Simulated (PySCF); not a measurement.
**Ionising BCl**

r²SCAN; basis B def2-TZVPPD, Cl def2-TZVPPD; no relativity; PySCF 2.14. Neutral (UKS): singlet (closed shell), Re = 1.724 Å, ωe = 826 cm⁻¹, De = 5.35 eV, HOMO -6.52 eV, LUMO -2.73 eV.

BCl⁺ (UKS): doublet (σ ↑), Re = 1.600 Å, ωe = 1145 cm⁻¹, De = 4.58 eV to B⁺ + Cl. The energies at the minima are -484.95068 hartree for BCl and -484.60059 for BCl⁺.

Problem. Work out the adiabatic ionisation energy, without and with harmonic zero-point energies (1 hartree = 27.2114 eV, 1 eV = 8065.5 cm⁻¹), and the change of the bond length.

Solution. At r²SCAN: 0.35009 hartree = 9.526 eV between the minima; the zero-point term (1145.0 − 826.0)/2 cm⁻¹ = +0.020 eV makes it 9.546 eV. Re changes by -12.4 pm against the neutral. Minus the HOMO energy is 6.52 eV, -3.01 eV from the value between the minima; self-interaction puts the Kohn–Sham level too high, less so with exact exchange. The electron leaves a σ orbital, and the shorter bond of the ion fits an antibonding orbital, or a change in how ionic the bond is.

BCl⁻ (UKS): doublet (π ↑), Re = 1.900 Å, ωe = 504 cm⁻¹, De = 1.81 eV to B + Cl⁻. The energies at the minima are -484.95068 hartree for BCl and -484.95400 for BCl⁻.

Problem. Work out the adiabatic electron affinity, without and with harmonic zero-point energies (1 hartree = 27.2114 eV, 1 eV = 8065.5 cm⁻¹), and the change of the bond length.

Solution. At r²SCAN: 0.00332 hartree = 0.090 eV between the minima; the zero-point term (826.0 − 504.0)/2 cm⁻¹ = +0.020 eV makes it 0.110 eV. Re changes by +17.6 pm against the neutral. The electron enters a π orbital, and the longer bond of the ion fits an antibonding orbital, or a change in how ionic the bond is.

For an ion De counts to the pair picked by the measured ionisation energies or electron affinities, which need not be the lowest pair at this level. The highest Kohn–Sham level is positive in this anion. Much of that is self-interaction error, but it also means that the finite basis helps to hold the extra electron. States were picked by a PBE0 search and need not be the measured ground states.
